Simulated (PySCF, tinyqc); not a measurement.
RHF in the sto-6g basis, for H2O, spin multiplicity 1, step by step. The lowest restricted solution is unstable here: a spin-polarised one lies 0.0008 hartree lower (PySCF). Computed by tinyqc, a small Python program that keeps every step (integrals from PySCF). Settings: charge = 0, multiplicity = 1, basis = sto-6g, energy threshold = 1e-09, iteration cap = 84, orthogonalisation = symmetric, start = random, DIIS depth = 0, method = RHF. Command: `OMP_NUM_THREADS=1 python tinyqc.py 26179 26180 out.jsonl` (the two numbers bound the seeds that draw the settings). One thread of a shared host (Intel(R) Xeon(R) Processor @ 2.60GHz), about 0.2 s of CPU time with the checks. Later iterations appear only in the table of the cycle.

## One-electron integrals

Geometry (angstrom):
```
atom,x,y,z
O,0.00000,0.00000,0.00000
H,0.00000,1.08100,0.64600
H,0.00000,-1.08100,0.64600
```

Basis sto-6g: exponents (1/bohr^2) and contraction coefficients of normalised primitives:
```
element,l (shell),exponent,coefficient
O,s (1),1355.58423,0.00916
O,s (1),248.54489,0.04936
O,s (1),69.53390,0.16854
O,s (1),23.88677,0.37056
O,s (1),9.27593,0.41649
O,s (1),3.82034,0.13033
O,s (2),52.18776,-0.01325
O,s (2),10.32932,-0.04699
O,s (2),3.21034,-0.03379
O,s (2),1.23514,0.25024
O,s (2),0.53642,0.59512
O,s (2),0.24588,0.24071
O,p (3),52.18776,0.00376
O,p (3),10.32932,0.03768
O,p (3),3.21034,0.17390
O,p (3),1.23514,0.41804
O,p (3),0.53642,0.42586
O,p (3),0.24588,0.10171
H,s (1),35.52322,0.00916
H,s (1),6.51314,0.04936
H,s (1),1.82214,0.16854
H,s (1),0.62596,0.37056
H,s (1),0.24308,0.41649
H,s (1),0.10011,0.13033
```

Overlap, kinetic and nuclear-attraction integrals over the contracted functions; the nuclear repulsion is the sum of Za Zb / Rab.

nuclear repulsion = 6.9681228 hartree

overlap S, lower triangle:
```
,1O 1s,1O 2s,1O 2px,1O 2py,1O 2pz,2H 1s,3H 1s
1O 1s,1.00000
1O 2s,0.23114,1.00000
1O 2px,0.00000,0.00000,1.00000
1O 2py,0.00000,0.00000,0.00000,1.00000
1O 2pz,0.00000,0.00000,0.00000,0.00000,1.00000
2H 1s,0.02760,0.30308,0.00000,0.24006,0.14346,1.00000
3H 1s,0.02760,0.30308,0.00000,-0.24006,0.14346,0.09220,1.00000
```

kinetic energy T (hartree), lower triangle:
```
,1O 1s,1O 2s,1O 2px,1O 2py,1O 2pz,2H 1s,3H 1s
1O 1s,29.32720
1O 2s,-0.89602,0.84262
1O 2px,0.00000,0.00000,2.53131
1O 2py,0.00000,0.00000,0.00000,2.53131
1O 2pz,0.00000,0.00000,0.00000,0.00000,2.53131
2H 1s,-0.00650,0.02673,0.00000,0.09220,0.05510,0.76852
3H 1s,-0.00650,0.02673,0.00000,-0.09220,0.05510,-0.01212,0.76852
```

nuclear attraction V (hartree), lower triangle:
```
,1O 1s,1O 2s,1O 2px,1O 2py,1O 2pz,2H 1s,3H 1s
1O 1s,-62.09874
1O 2s,-6.34554,-9.83909
1O 2px,0.00000,0.00000,-9.79649
1O 2py,0.00000,0.00000,0.00000,-9.88979
1O 2pz,-0.00973,-0.11470,0.00000,0.00000,-9.82981
2H 1s,-0.86400,-2.19033,0.00000,-1.52518,-0.93315,-4.80961
3H 1s,-0.86400,-2.19033,0.00000,1.52518,-0.93315,-0.50741,-4.80961
```

core Hamiltonian H = T + V (hartree), lower triangle:
```
,1O 1s,1O 2s,1O 2px,1O 2py,1O 2pz,2H 1s,3H 1s
1O 1s,-32.77154
1O 2s,-7.24156,-8.99647
1O 2px,0.00000,0.00000,-7.26518
1O 2py,0.00000,0.00000,0.00000,-7.35848
1O 2pz,-0.00973,-0.11470,0.00000,0.00000,-7.29850
2H 1s,-0.87050,-2.16360,0.00000,-1.43299,-0.87806,-4.04109
3H 1s,-0.87050,-2.16360,0.00000,1.43299,-0.87806,-0.51953,-4.04109
```

## Two-electron integrals

Functions are numbered as in S; the eight-fold symmetry (ij|kl) = (ji|kl) = (kl|ij) leaves the list below.

Two-electron integrals (ij|kl) in chemists' order, unique and non-zero (hartree):
```
i,j,k,l,(ij|kl)
1,1,1,1,4.78749
2,1,1,1,0.67588
2,1,2,1,0.12150
2,2,1,1,1.11738
2,2,2,1,0.24921
2,2,2,2,0.81738
3,1,3,1,0.02576
3,2,3,1,0.03914
3,2,3,2,0.18066
3,3,1,1,1.11738
3,3,2,1,0.24921
3,3,2,2,0.81738
3,3,3,3,0.88066
4,1,4,1,0.02576
4,2,4,1,0.03914
4,2,4,2,0.18066
4,3,4,3,0.04746
4,4,1,1,1.11738
4,4,2,1,0.24921
4,4,2,2,0.81738
4,4,3,3,0.78574
4,4,4,4,0.88066
5,1,5,1,0.02576
5,2,5,1,0.03914
5,2,5,2,0.18066
5,3,5,3,0.04746
5,4,5,4,0.04746
5,5,1,1,1.11738
5,5,2,1,0.24921
5,5,2,2,0.81738
5,5,3,3,0.78574
5,5,4,4,0.78574
5,5,5,5,0.88066
6,1,1,1,0.08575
6,1,2,1,0.01479
6,1,2,2,0.02973
6,1,3,3,0.02967
6,1,4,1,0.00062
6,1,4,2,0.00123
6,1,4,4,0.02981
6,1,5,1,0.00037
6,1,5,2,0.00073
6,1,5,4,0.00008
6,1,5,5,0.02972
6,1,6,1,0.00184
6,2,1,1,0.23370
6,2,2,1,0.05298
6,2,2,2,0.19565
6,2,3,3,0.19226
6,2,4,1,0.00366
6,2,4,2,0.02833
6,2,4,4,0.19975
6,2,5,1,0.00219
6,2,5,2,0.01693
6,2,5,4,0.00447
6,2,5,5,0.19494
6,2,6,1,0.00650
6,2,6,2,0.06148
6,3,3,1,0.00554
6,3,3,2,0.03230
6,3,4,3,0.00569
6,3,5,3,0.00340
6,3,6,3,0.00812
6,4,1,1,0.15537
6,4,2,1,0.03568
6,4,2,2,0.14041
6,4,3,3,0.13436
6,4,4,1,0.00762
6,4,4,2,0.05088
6,4,4,4,0.15072
6,4,5,1,0.00124
6,4,5,2,0.01111
6,4,5,4,0.00637
6,4,5,5,0.13614
6,4,6,1,0.00455
6,4,6,2,0.05359
6,4,6,4,0.05419
6,5,1,1,0.09285
6,5,2,1,0.02132
6,5,2,2,0.08391
6,5,3,3,0.08030
6,5,4,1,0.00124
6,5,4,2,0.01111
6,5,4,4,0.08327
6,5,5,1,0.00628
6,5,5,2,0.03894
6,5,5,4,0.00747
6,5,5,5,0.08816
6,5,6,1,0.00272
6,5,6,2,0.03202
6,5,6,4,0.02753
6,5,6,5,0.02457
6,6,1,1,0.41549
6,6,2,1,0.09590
6,6,2,2,0.40711
6,6,3,3,0.39245
6,6,4,1,0.00753
6,6,4,2,0.08216
6,6,4,4,0.42486
6,6,5,1,0.00450
6,6,5,2,0.04910
6,6,5,4,0.01937
6,6,5,5,0.40402
6,6,6,1,0.01184
6,6,6,2,0.17229
6,6,6,4,0.17070
6,6,6,5,0.10201
6,6,6,6,0.77500
7,1,1,1,0.08575
7,1,2,1,0.01479
7,1,2,2,0.02973
7,1,3,3,0.02967
7,1,4,1,-0.00062
7,1,4,2,-0.00123
7,1,4,4,0.02981
7,1,5,1,0.00037
7,1,5,2,0.00073
7,1,5,4,-0.00008
7,1,5,5,0.02972
7,1,6,1,0.00180
7,1,6,2,0.00624
7,1,6,4,0.00403
7,1,6,5,0.00262
7,1,6,6,0.01128
7,1,7,1,0.00184
7,2,1,1,0.23370
7,2,2,1,0.05298
7,2,2,2,0.19565
7,2,3,3,0.19226
7,2,4,1,-0.00366
7,2,4,2,-0.02833
7,2,4,4,0.19975
7,2,5,1,0.00219
7,2,5,2,0.01693
7,2,5,4,-0.00447
7,2,5,5,0.19494
7,2,6,1,0.00624
7,2,6,2,0.04623
7,2,6,4,0.02861
7,2,6,5,0.02336
7,2,6,6,0.10084
7,2,7,1,0.00650
7,2,7,2,0.06148
7,3,3,1,0.00554
7,3,3,2,0.03230
7,3,4,3,-0.00569
7,3,5,3,0.00340
7,3,6,3,0.00579
7,3,7,3,0.00812
7,4,1,1,-0.15537
7,4,2,1,-0.03568
7,4,2,2,-0.14041
7,4,3,3,-0.13436
7,4,4,1,0.00762
7,4,4,2,0.05088
7,4,4,4,-0.15072
7,4,5,1,-0.00124
7,4,5,2,-0.01111
7,4,5,4,0.00637
7,4,5,5,-0.13614
7,4,6,1,-0.00403
7,4,6,2,-0.02861
7,4,6,4,-0.01255
7,4,6,5,-0.01421
7,4,6,6,-0.05936
7,4,7,1,-0.00455
7,4,7,2,-0.05359
7,4,7,4,0.05419
7,5,1,1,0.09285
7,5,2,1,0.02132
7,5,2,2,0.08391
7,5,3,3,0.08030
7,5,4,1,-0.00124
7,5,4,2,-0.01111
7,5,4,4,0.08327
7,5,5,1,0.00628
7,5,5,2,0.03894
7,5,5,4,-0.00747
7,5,5,5,0.08816
7,5,6,1,0.00262
7,5,6,2,0.02336
7,5,6,4,0.01421
7,5,6,5,0.01738
7,5,6,6,0.05486
7,5,7,1,0.00272
7,5,7,2,0.03202
7,5,7,4,-0.02753
7,5,7,5,0.02457
7,6,1,1,0.05140
7,6,2,1,0.01176
7,6,2,2,0.04688
7,6,3,3,0.04594
7,6,4,4,0.04699
7,6,5,1,0.00078
7,6,5,2,0.00711
7,6,5,5,0.04770
7,6,6,1,0.00142
7,6,6,2,0.01419
7,6,6,4,0.01089
7,6,6,5,0.00834
7,6,6,6,0.04107
7,6,7,1,0.00142
7,6,7,2,0.01419
7,6,7,4,-0.01089
7,6,7,5,0.00834
7,6,7,6,0.00418
7,7,1,1,0.41549
7,7,2,1,0.09590
7,7,2,2,0.40711
7,7,3,3,0.39245
7,7,4,1,-0.00753
7,7,4,2,-0.08216
7,7,4,4,0.42486
7,7,5,1,0.00450
7,7,5,2,0.04910
7,7,5,4,-0.01937
7,7,5,5,0.40402
7,7,6,1,0.01128
7,7,6,2,0.10084
7,7,6,4,0.05936
7,7,6,5,0.05486
7,7,6,6,0.24429
7,7,7,1,0.01184
7,7,7,2,0.17229
7,7,7,4,-0.17070
7,7,7,5,0.10201
7,7,7,6,0.04107
7,7,7,7,0.77500
```

## Orthogonalisation

S = U s U^T; symmetric (Loewdin) form X = U s^(-1/2) U^T, so that X^T S X = 1.

eigenvalues of S: 0.53034  0.61129  0.90275  1.00000  1.08367  1.29651  1.57543

X, lower triangle:
```
,1O 1s,1O 2s,1O 2px,1O 2py,1O 2pz,2H 1s,3H 1s
1O 1s,1.02189
1O 2s,-0.12804,1.10019
1O 2px,0.00000,0.00000,1.00000
1O 2py,0.00000,0.00000,0.00000,1.05166
1O 2pz,-0.00389,0.03671,0.00000,0.00000,1.01698
2H 1s,0.01464,-0.16710,0.00000,-0.14041,-0.07761,1.07475
3H 1s,0.01464,-0.16710,0.00000,0.14041,-0.07761,-0.03084,1.07475
```

## Starting guess

The start is random orthonormal orbitals; D = 2 C_occ C_occ^T.

D at the start, lower triangle:
```
,1O 1s,1O 2s,1O 2px,1O 2py,1O 2pz,2H 1s,3H 1s
1O 1s,1.30680
1O 2s,-0.67324,1.64519
1O 2px,-0.19543,-0.81361,1.27257
1O 2py,-0.80318,-0.09165,-0.16970,1.49895
1O 2pz,-0.30299,0.60457,0.31292,-0.28176,1.79343
2H 1s,0.05425,-0.19202,0.45742,-0.67039,-0.60982,2.09318
3H 1s,0.36768,-0.89527,-0.11715,0.87168,-0.14360,0.03674,2.28667
```

## Iteration 1: building the Fock matrix

J_ij = sum D_kl (ij|kl), K_ij = sum D_kl (ik|jl); F = H + J - 0.5 K; E = tr D H + tr D J / 2 - 0.25 tr D K + E_nn.

Coulomb J (hartree), lower triangle:
```
,1O 1s,1O 2s,1O 2px,1O 2py,1O 2pz,2H 1s,3H 1s
1O 1s,13.05389
1O 2s,2.44329,7.02737
1O 2px,-0.07000,-0.28730,6.97083
1O 2py,-0.04335,-0.06269,-0.00957,7.06326
1O 2pz,0.03373,0.28118,0.03202,-0.02865,7.04800
2H 1s,0.29749,1.77887,-0.04846,1.30789,0.84182,4.43718
3H 1s,0.29968,1.79662,-0.04727,-1.34061,0.85665,0.45539,4.51500
```

exchange K (hartree), lower triangle:
```
,1O 1s,1O 2s,1O 2px,1O 2py,1O 2pz,2H 1s,3H 1s
1O 1s,5.70960
1O 2s,0.67199,1.77170
1O 2px,-0.44604,-0.79196,1.50291
1O 2py,-0.96148,-0.18392,-0.06093,1.40151
1O 2pz,-0.17373,0.35805,0.28920,-0.27416,1.86279
2H 1s,-0.05652,0.59189,-0.01000,0.23307,0.18984,1.44366
3H 1s,0.25801,0.47815,-0.16289,-0.23938,0.41662,0.21282,1.45650
```

Fock matrix F (hartree), lower triangle:
```
,1O 1s,1O 2s,1O 2px,1O 2py,1O 2pz,2H 1s,3H 1s
1O 1s,-22.57244
1O 2s,-5.13427,-2.85496
1O 2px,0.15302,0.10868,-1.04580
1O 2py,0.43739,0.02928,0.02089,-0.99597
1O 2pz,0.11086,-0.01255,-0.11258,0.10843,-1.18190
2H 1s,-0.54475,-0.68067,-0.04346,-0.24163,-0.13116,-0.32574
3H 1s,-0.69982,-0.60606,0.03418,0.21207,-0.22972,-0.17054,-0.25434
```

total energy of this density = -54.2418019 hartree

## Iteration 1: diagonalisation and new density

Diagonalise F' = X^T F X, C = X C', fill 5 alpha and 5 beta electrons from the bottom; D = 2 C_occ C_occ^T. Each column has its largest component positive (the first on a tie).

F' = X^T F X (hartree), lower triangle:
```
,1,2,3,4,5,6,7
1,-22.30828
2,-2.32792,-1.98433
3,0.14276,0.09740,-1.04580
4,0.44183,-0.00351,0.03287,-0.97226
5,0.11037,0.00192,-0.11038,0.10334,-1.16893
6,-0.07259,-0.28524,-0.05787,-0.12634,-0.04307,-0.13275
7,-0.13254,-0.19389,0.03382,0.08784,-0.12489,-0.06118,-0.07857
```

orbital energies (hartree): MO1 -22.58356, MO2 -1.80030, MO3 -1.28290, MO4 -1.00325, MO5 -0.92212, MO6 -0.08997, MO7 -0.00882

coefficients C:
```
,MO1,MO2,MO3,MO4,MO5,MO6,MO7
1O 1s,1.00092,-0.23195,-0.01032,0.00630,0.04429,0.05783,0.00184
1O 2s,-0.00560,1.03182,0.04728,0.02930,-0.12767,-0.44601,-0.03173
1O 2px,-0.00709,-0.09646,0.41659,0.84052,-0.32322,-0.03614,0.06958
1O 2py,-0.02097,0.07388,-0.34043,0.46209,0.82610,-0.09551,0.34430
1O 2pz,-0.00573,0.03385,0.84256,-0.23149,0.48117,-0.21323,-0.07747
2H 1s,0.00363,0.00117,0.00463,0.07742,-0.03274,0.87822,-0.65692
3H 1s,0.00057,-0.04519,-0.00461,-0.02159,0.07634,0.62130,0.90307
```

D after iteration 1, lower triangle:
```
,1O 1s,1O 2s,1O 2px,1O 2py,1O 2pz,2H 1s,3H 1s
1O 1s,2.11551
1O 2s,-0.50180,2.16815
1O 2px,0.00392,-0.02782,1.98770
1O 2py,0.00978,-0.06335,-0.05482,2.03552
1O 2pz,-0.00486,0.01317,-0.00463,0.01261,1.99239
2H 1s,0.00471,0.01570,0.15490,0.01433,-0.05952,0.01420
3H 1s,0.02870,-0.11446,-0.08077,0.10263,0.07262,-0.00849,0.01672
```

## Iteration 2: building the Fock matrix

As before.

Coulomb J (hartree), lower triangle:
```
,1O 1s,1O 2s,1O 2px,1O 2py,1O 2pz,2H 1s,3H 1s
1O 1s,18.54058
1O 2s,3.33494,8.75552
1O 2px,-0.00115,-0.00496,8.75506
1O 2py,-0.00210,-0.00605,-0.00252,8.75630
1O 2pz,0.00045,0.00154,0.00006,0.00183,8.75520
2H 1s,0.40833,2.03050,-0.00083,1.43298,0.85699,4.09273
3H 1s,0.40845,2.02998,-0.00068,-1.43283,0.85604,0.47755,4.08146
```

exchange K (hartree), lower triangle:
```
,1O 1s,1O 2s,1O 2px,1O 2py,1O 2pz,2H 1s,3H 1s
1O 1s,9.87081
1O 2s,1.58381,2.82740
1O 2px,-0.00093,-0.00999,2.34182
1O 2py,-0.00183,-0.01226,-0.01267,2.35433
1O 2pz,-0.00042,0.00486,0.00235,0.00478,2.34668
2H 1s,0.21307,0.65219,0.04369,0.39367,0.21547,0.30978
3H 1s,0.21133,0.61330,-0.02316,-0.34990,0.24842,0.11229,0.26535
```

Fock matrix F (hartree), lower triangle:
```
,1O 1s,1O 2s,1O 2px,1O 2py,1O 2pz,2H 1s,3H 1s
1O 1s,-19.16636
1O 2s,-4.69853,-1.65466
1O 2px,-0.00069,0.00004,0.31897
1O 2py,-0.00118,0.00009,0.00381,0.22066
1O 2pz,-0.00908,-0.11559,-0.00111,-0.00056,0.28336
2H 1s,-0.56871,-0.45919,-0.02268,-0.19684,-0.12880,-0.10325
3H 1s,-0.56772,-0.44027,0.01090,0.17510,-0.14623,-0.09812,-0.09231
```

total energy of this density = -74.4113478 hartree

## Iteration 2: diagonalisation and new density

As before.

F' = X^T F X (hartree), lower triangle:
```
,1,2,3,4,5,6,7
1,-18.84302
2,-2.45482,-0.72764
3,-0.00088,0.00206,0.31897
4,-0.00178,0.00662,0.00872,0.35391
5,-0.01308,-0.03918,-0.00021,-0.00133,0.32882
6,-0.05676,-0.27459,-0.02517,-0.26757,-0.14421,0.08763
7,-0.05850,-0.25336,0.01302,0.24483,-0.16367,-0.03582,0.08992
```

orbital energies (hartree): MO1 -19.17068, MO2 -0.61964, MO3 -0.14144, MO4 0.12211, MO5 0.31783, MO6 0.47842, MO7 0.62198

coefficients C:
```
,MO1,MO2,MO3,MO4,MO5,MO6,MO7
1O 1s,0.99614,-0.21671,-0.00456,-0.13257,-0.00117,-0.06470,-0.00772
1O 2s,0.01682,0.82961,0.01873,0.66530,0.00461,0.38851,0.03910
1O 2px,0.00003,0.00317,-0.03608,-0.03029,0.99554,0.02729,0.07693
1O 2py,0.00005,0.00657,-0.45953,-0.04302,-0.09187,-0.01384,0.96111
1O 2pz,0.00127,0.12709,0.02687,-0.51334,-0.03887,0.87508,-0.00211
2H 1s,-0.00261,0.23116,-0.54759,-0.49317,0.02480,-0.49627,-0.60539
3H 1s,-0.00266,0.20232,0.54795,-0.52678,-0.02376,-0.54482,0.54206
```

D after iteration 2, lower triangle:
```
,1O 1s,1O 2s,1O 2px,1O 2py,1O 2pz,2H 1s,3H 1s
1O 1s,2.11371
1O 2s,-0.50262,2.26307
1O 2px,0.00472,-0.02722,1.98668
1O 2py,0.01306,-0.06440,-0.14711,0.44300
1O 2pz,0.08340,-0.47149,-0.04743,0.02828,0.56380
2H 1s,0.03031,-0.29304,0.12022,0.54417,0.53372,1.19426
3H 1s,0.04175,-0.34504,-0.05366,-0.45125,0.62355,0.01186,1.23850
```

## Iteration 20 (converged): orbitals

converged F (hartree), lower triangle:
```
,1O 1s,1O 2s,1O 2px,1O 2py,1O 2pz,2H 1s,3H 1s
1O 1s,-20.52506
1O 2s,-4.96300,-2.27628
1O 2px,0.00000,0.00000,-0.38580
1O 2py,0.00000,0.00000,0.00001,-0.17181
1O 2pz,-0.02102,-0.03081,0.00001,0.00000,-0.22093
2H 1s,-0.59887,-0.60156,0.00000,-0.33175,-0.24741,-0.29680
3H 1s,-0.59887,-0.60156,0.00000,0.33175,-0.24741,-0.11800,-0.29680
```

As before.

F' = X^T F X (hartree), lower triangle:
```
,1,2,3,4,5,6,7
1,-20.20344
2,-2.49228,-1.32205
3,0.00000,0.00000,-0.38580
4,0.00000,0.00000,0.00001,-0.00113
5,-0.03743,0.07456,0.00001,0.00000,-0.15335
6,-0.05824,-0.31100,-0.00001,-0.34568,-0.23522,-0.04979
7,-0.05824,-0.31100,0.00000,0.34568,-0.23522,-0.03045,-0.04979
```

orbital energies (hartree): MO1 -20.52785, MO2 -1.16785, MO3 -0.49919, MO4 -0.39001, MO5 -0.38580, MO6 0.32663, MO7 0.47873

coefficients C:
```
,MO1,MO2,MO3,MO4,MO5,MO6,MO7
1O 1s,0.99699,-0.23416,0.00000,0.06949,0.00003,-0.08633,0.00000
1O 2s,0.01322,0.93676,0.00000,-0.37811,-0.00019,0.51318,0.00000
1O 2px,0.00000,0.00000,-0.00002,-0.00049,1.00000,0.00001,0.00001
1O 2py,0.00000,0.00000,0.59497,0.00000,0.00000,0.00000,0.88962
1O 2pz,0.00161,0.04545,0.00000,0.76227,0.00037,0.68158,0.00000
2H 1s,-0.00211,0.11954,0.45956,0.36319,0.00020,-0.65790,-0.64783
3H 1s,-0.00211,0.11954,-0.45956,0.36319,0.00017,-0.65790,0.64783
```

D after iteration 20, lower triangle:
```
,1O 1s,1O 2s,1O 2px,1O 2py,1O 2pz,2H 1s,3H 1s
1O 1s,2.10730
1O 2s,-0.46490,2.04130
1O 2px,0.00000,-0.00001,2.00000
1O 2py,0.00000,0.00000,-0.00001,0.70799
1O 2pz,0.08788,-0.49125,-0.00001,0.00000,1.16624
2H 1s,-0.00972,-0.05075,0.00002,0.54686,0.56455,0.71480
3H 1s,-0.00972,-0.05075,0.00000,-0.54686,0.56455,-0.13000,0.71480
```

## Convergence

Stop when the energy changes by less than 1e-09 hartree and every element of the error matrix X^T (F D S - S D F) X is below 9e-06.

Course of the cycle:
```
iteration,E (hartree),change,largest element of the error matrix
1,-54.2418019,-,1.76e+01
2,-74.4113478,-2.02e+01,5.59e-01
3,-75.3623420,-9.51e-01,3.20e-01
4,-75.5349980,-1.73e-01,1.38e-01
5,-75.5579687,-2.30e-02,4.29e-02
6,-75.5609241,-2.96e-03,1.87e-02
7,-75.5614372,-5.13e-04,6.80e-03
8,-75.5615583,-1.21e-04,3.18e-03
9,-75.5615940,-3.57e-05,1.58e-03
10,-75.5616055,-1.15e-05,9.76e-04
11,-75.5616093,-3.83e-06,6.04e-04
12,-75.5616106,-1.31e-06,3.74e-04
13,-75.5616111,-4.54e-07,2.32e-04
14,-75.5616112,-1.59e-07,1.44e-04
15,-75.5616113,-5.68e-08,8.94e-05
16,-75.5616113,-2.05e-08,5.56e-05
17,-75.5616113,-7.48e-09,3.46e-05
18,-75.5616113,-2.76e-09,2.15e-05
19,-75.5616113,-1.03e-09,1.34e-05
20,-75.5616113,-3.88e-10,8.38e-06
```

PySCF RHF in the same basis = -75.5616113 hartree

Converged in 20 iterations.

## Populations, bond orders and dipole

Mulliken: Z minus the diagonal of D S on the atom; Loewdin: the same with S^(1/2) D S^(1/2); Mayer order: 2 sum_s sum (D(s) S)_ij (D(s) S)_ji over the two atoms.

Charges (e):
```
atom,Mulliken,Loewdin
1O,-0.20115,-0.15749
2H,0.10057,0.07875
3H,0.10057,0.07875
```

Mayer bond orders:
```
pair,order
2-1,0.97298
3-1,0.97298
3-2,0.01691
```

dipole moment about the origin, x y z (debye): 0.00001  0.00000  1.28647
